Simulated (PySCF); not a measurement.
**CH5BS (SMILES BSC): a chain of runs**

We compute a geometry optimisation (KT3/STO-3G), then a single-point energy (CCSD(T)/jun-cc-pV(D+d)Z), then the vertical excitations (TD-LC-wPBE/6-31G*) of CH5BS. 

The results are computed with PySCF 2.14.0.

1 further run of the same task is left out (for a faulty analytic Hessian).

**1. The molecule**

CH5BS: 8 atoms, total charge 0, spin state singlet. As SMILES, `BSC`. All atoms were displaced at random from a relaxed shape. The run starts from this shape.

Bond lengths: B1–S2 1.859 Å, S2–C3 1.681 Å, B1–H4 1.128 Å, B1–H5 1.221 Å, C3–H6 1.071 Å, C3–H7 1.025 Å, C3–H8 1.056 Å. Angles: B1–S2–C3 111.2°, S2–B1–H4 114.6°, S2–B1–H5 110.2°, S2–C3–H6 105.0°, S2–C3–H7 115.6°, S2–C3–H8 109.4°, H4–B1–H5 135.0°, H6–C3–H7 115.0°, H6–C3–H8 107.5°, H7–C3–H8 104.1°.

**2. A structure relaxation at KT3/STO-3G (IEF-PCM chloroform) (run 1)**

input.py reads:

```python
from pyscf import gto, dft, solvent
from pyscf.geomopt.geometric_solver import kernel as optimise

molecule = gto.M(
    atom=[
    ('B', (-0.963902, 0.933750, -0.970012)),
    ('S', (0.666602, 0.755623, -0.096035)),
    ('C', (0.774073, -0.722949, 0.696912)),
    ('H', (-1.651006, 0.044596, -0.868921)),
    ('H', (-0.997901, 1.986459, -1.588588)),
    ('H', (0.831226, -0.475725, 1.737865)),
    ('H', (1.509564, -1.353141, 0.360130)),
    ('H', (-0.119377, -1.266435, 0.548608)),
],
    basis='sto-3g',
    verbose=4,
    spin=0,
    max_memory=1860,
)

mf = dft.RKS(molecule)
mf.xc = 'kt3'
mf = mf.PCM()
mf.with_solvent.method = 'IEF-PCM'
mf.with_solvent.eps = 4.7113  # chloroform
converged, mol_eq = optimise(mf, maxsteps=100)
print('converged:', converged)
print(mol_eq.tostring())

mf.reset(mol_eq)
molecule = mol_eq
mf.kernel()
energy = mf.e_tot
print(f'total energy: {energy:.8f} hartree')
```

On the command line:

```console
$ OMP_NUM_THREADS=1 python input.py
```

Log:

```text
PySCF version 2.14.0

[... 166 lines left out ...]
converged SCF energy = -462.956970039068
[... 175 lines left out ...]
Solvent Energy = -0.00130775618605823
[... 118 lines left out ...]
Solvent Energy = -0.00138950196268197
[... 172 lines left out ...]
WARN: PCM is an experimental feature. It is still in testing.
[... 123 lines left out ...]
Solvent Energy = -0.00138008544609829
[... 102 lines left out ...]
converged SCF energy = -462.997238665978
total energy: -462.99723867 hartree
```

Run time: 83 s. Hardware: 1 thread of AMD EPYC (Zen 3), shared host; peak memory 0.46 GiB.

Step by step:

| step | energy from the first frame kept (eV) | largest force (eV/Å) |
| --- | --- | --- |
| 0 | 0.0000 | 7.2573 |
| 1 | -1.0142 | 1.1367 |
| 2 | -1.0713 | 0.4193 |
| 3 | -1.0934 | 0.2218 |
| 4 | -1.0956 | 0.0646 |
| 5 | -1.0958 | 0.0178 |
| 6 | -1.0958 | 0.0051 |

After the run. Bond lengths: B1–S2 1.731 Å, S2–C3 1.835 Å, B1–H4 1.167 Å, B1–H5 1.167 Å, C3–H6 1.099 Å, C3–H7 1.099 Å, C3–H8 1.097 Å. Angles: B1–S2–C3 103.2°, S2–B1–H4 122.1°, S2–B1–H5 116.9°, S2–C3–H6 109.4°, S2–C3–H7 109.5°, S2–C3–H8 111.1°, H4–B1–H5 120.9°, H6–C3–H7 108.3°, H6–C3–H8 109.2°, H7–C3–H8 109.2°.

**3. The energy at CCSD(T)/jun-cc-pV(D+d)Z (run 3)**

input.py reads:

```python
# BSC
from pyscf import gto, scf, cc

molecule = gto.M(
    atom='''
B     -0.836675     0.932261    -0.946285
S      0.708117     0.899516    -0.166872
C      0.704439    -0.718061     0.700519
H     -1.599239     0.054760    -0.849490
H     -1.089122     1.879485    -1.579349
H      0.847245    -0.555530     1.778446
H      1.536499    -1.334166     0.330541
H     -0.240194    -1.252181     0.537930
''',
    basis='jun-cc-pv(d+d)z',
    verbose=3,
    charge=0,
    max_memory=1860,
)

calc0 = scf.RHF(molecule)
calc0.kernel()

mycc = cc.CCSD(calc0)
mycc.kernel()
e_t = mycc.ccsd_t()
etot = mycc.e_tot + e_t
print('E(%s) = %.9f' % ('CCSD(T)', etot))
```

On the command line:

```console
$ OMP_NUM_THREADS=1 python input.py
```

Log:

```text
converged SCF energy = -463.01156221111
E(CCSD) = -463.4878110554675  E_corr = -0.4762488443577716
CCSD(T) correction = -0.0140344598508844
E(CCSD(T)) = -463.501845515
```

Wall time 68 s (1 thread of AMD EPYC (Zen 3), shared host); peak memory 0.62 GiB.

**4. The excited states at TD-LC-wPBE/6-31G(d) (Cartesian functions, spin of roots singlet) (run 4)**

run.py reads:

```python
from pyscf import gto, dft, tdscf

system = gto.Mole()
system.atom = [
    ('B', (-0.836675, 0.932261, -0.946285)),
    ('S', (0.708117, 0.899516, -0.166872)),
    ('C', (0.704439, -0.718061, 0.700519)),
    ('H', (-1.599239, 0.054760, -0.849490)),
    ('H', (-1.089122, 1.879485, -1.579349)),
    ('H', (0.847245, -0.555530, 1.778446)),
    ('H', (1.536499, -1.334166, 0.330541)),
    ('H', (-0.240194, -1.252181, 0.537930)),
]
system.max_memory = 1860
system.verbose = 3
system.spin = 0
system.charge = 0
system.basis = '6-31g*'
system.cart = True
system.build()

myscf = dft.RKS(system)
myscf.xc = 'lc_wpbe'
myscf.kernel()

e_final = myscf.e_tot
print('E = %.10f Eh' % e_final)

td = tdscf.TDDFT(myscf)
td.nstates = 10
td.kernel()
td.analyze()
roots = td.e * 27.211386
osc = td.oscillator_strength()
print('state   eV      nm      f')
for i, (w, f) in enumerate(zip(roots, osc), 1):
    print('%3d %9.4f %8.1f %9.5f' % (i, w, 1239.842 / w, f))
```

On the command line:

```console
$ OMP_NUM_THREADS=1 python run.py
```

Log:

```text
converged SCF energy = -463.981614111494
E = -463.9816141115 Eh
Excitation energies (eV)
[ 6.58987218  6.73597563  7.07909931  7.4966143   9.03236367  9.23001303
  9.94457449 10.43836462 11.04880726 11.06725479]

** Singlet excitation energies and oscillator strengths **
state   eV      nm      f
  1    6.5899    188.1   0.00120
  2    6.7360    184.1   0.17443
  3    7.0791    175.1   0.00054
  4    7.4966    165.4   0.00011
  5    9.0324    137.3   0.12006
  6    9.2300    134.3   0.01383
  7    9.9446    124.7   0.00055
  8   10.4384    118.8   0.21505
  9   11.0488    112.2   0.12881
 10   11.0673    112.0   0.00333
```

Wall time 2.3 min (1 thread of AMD EPYC (Zen 3), shared host); peak memory 0.44 GiB.

The roots found:

| excited state | energy (eV) | strength |
| --- | --- | --- |
| 1 | 6.590 | 0.0012 |
| 2 | 6.736 | 0.1744 |
| 3 | 7.079 | 0.0005 |
| 4 | 7.497 | 0.0001 |
| 5 | 9.032 | 0.1201 |
| 6 | 9.230 | 0.0138 |
| 7 | 9.945 | 0.0006 |
| 8 | 10.438 | 0.2150 |
| 9 | 11.049 | 0.1288 |
| 10 | 11.067 | 0.0033 |

**5. What came out**

| quantity | value |
| --- | --- |
| run 1, KT3/STO-3G: total energy at the end | -462.99724 Eh |
| run 1, KT3/STO-3G: dipole moment | 1.87 D |
| run 1, KT3/STO-3G: HOMO energy | -4.49 eV |
| run 1, KT3/STO-3G: LUMO energy | 1.39 eV |
| run 1, KT3/STO-3G: HOMO–LUMO gap | 5.89 eV |
| run 1, KT3/STO-3G: solvent term in the energy | -3.6 kJ/mol |
| run 3, CCSD(T)/jun-cc-pV(D+d)Z: total energy | -463.50185 Eh |
| run 3, CCSD(T)/jun-cc-pV(D+d)Z: dipole moment (Hartree–Fock density) | 1.67 D |
| run 3, CCSD(T)/jun-cc-pV(D+d)Z: HOMO energy (Hartree–Fock orbitals) | -10.44 eV |
| run 3, CCSD(T)/jun-cc-pV(D+d)Z: LUMO energy (Hartree–Fock orbitals) | 1.38 eV |
| run 3, CCSD(T)/jun-cc-pV(D+d)Z: HOMO–LUMO gap (Hartree–Fock orbitals) | 11.82 eV |
| run 3, CCSD(T)/jun-cc-pV(D+d)Z: correlation energy | -490.3 mEh |
| run 3, CCSD(T)/jun-cc-pV(D+d)Z: (T) correction | -14.03 mEh |
| run 3, CCSD(T)/jun-cc-pV(D+d)Z: T1 diagnostic | 0.011 |
| run 4, TD-LC-wPBE/6-31G*: ground-state or mean-field energy | -463.98161 Eh |
| run 4, TD-LC-wPBE/6-31G*: dipole moment (LC-wPBE Kohn–Sham density) | 1.70 D |
| run 4, TD-LC-wPBE/6-31G*: HOMO energy (LC-wPBE Kohn–Sham orbitals) | -10.51 eV |
| run 4, TD-LC-wPBE/6-31G*: LUMO energy (LC-wPBE Kohn–Sham orbitals) | 1.67 eV |
| run 4, TD-LC-wPBE/6-31G*: HOMO–LUMO gap (LC-wPBE Kohn–Sham orbitals) | 12.17 eV |
| run 4, TD-LC-wPBE/6-31G*: lowest singlet excitation energy | 6.59 eV |

The optimisation (run 1, KT3/STO-3G) took 6 steps and changed the energy by -1.096 eV. The triples (run 3, CCSD(T)/jun-cc-pV(D+d)Z) make up 2.9 % of the correlation energy. The brightest of the 10 transitions from the ground state lies at 10.44 eV (119 nm, f = 0.215); the lowest, at 6.59 eV, has f = 0.001. The basis has no diffuse functions, so Rydberg states are missing or pushed up, and the true lowest state may lie lower. Roots above 10.5 eV lie over the negative of the HOMO energy, where those of Rydberg kind are poorly described; valence roots are less touched.
